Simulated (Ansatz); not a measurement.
Reaction (SMILES): ClB(Cl)Cl → Cl[B]Cl + Cl atom
B3LYP-D3(BJ)/def2-TZVP geometries, fixed; electronic energies without zero-point terms.
Largest species:
```xyz
4

B      0.0000     0.0000     0.0000
Cl     0.0051     1.7450    -0.0247
Cl     1.5085    -0.8773    -0.0189
Cl    -1.5136    -0.8677     0.0437
```

Basis-set convergence of the bond dissociation energy at PBE with Ansatz (a program for electronic structure). All functions are spherical. The program fits the integrals of some runs and decomposes those of others, by size. Open shells are unrestricted. No added dispersion term, no relativity. Functions are those of the species that has most. Reference: the value in pcseg-4, 118.48 kcal/mol, itself unsure by roughly 0.06 kcal/mol (its mean distance from aug-pcseg-3, aug-cc-pV(Q+d)Z, cc-pV(5+d)Z). Deviations are taken from unrounded values.

```json
[
 {"basis": "pcseg-0", "functions": "48"},
 {"basis": "pcseg-1", "functions": "68"},
 {"basis": "aug-pcseg-1", "functions": "104"},
 {"basis": "pcseg-2", "functions": "132"},
 {"basis": "aug-pcseg-2", "functions": "196"},
 {"basis": "pcseg-3", "functions": "252"},
 {"basis": "aug-pcseg-3", "functions": "352"},
 {"basis": "pcseg-4", "functions": "416"}
]
```

Q: Which is the smallest pcseg set listed that can be trusted to 0.5 kcal/mol here, that is, within that of the reference together with its larger relatives (same family, alike in diffuse functions; a set with none to test it counts only in the reference's own line)?

A: The smallest set listed that lies within 0.5 kcal/mol of the reference with all its larger relatives (same family, alike in diffuse functions; a set with none counts only in the reference's own line) is pcseg-2 (132 functions, 0.20 kcal/mol off). Value minus reference: pcseg-0 -7.66, pcseg-1 -1.65, aug-pcseg-1 -0.78, pcseg-2 0.20, aug-pcseg-2 0.13, pcseg-3 0.07, aug-pcseg-3 0.00, pcseg-4 0.00 kcal/mol.
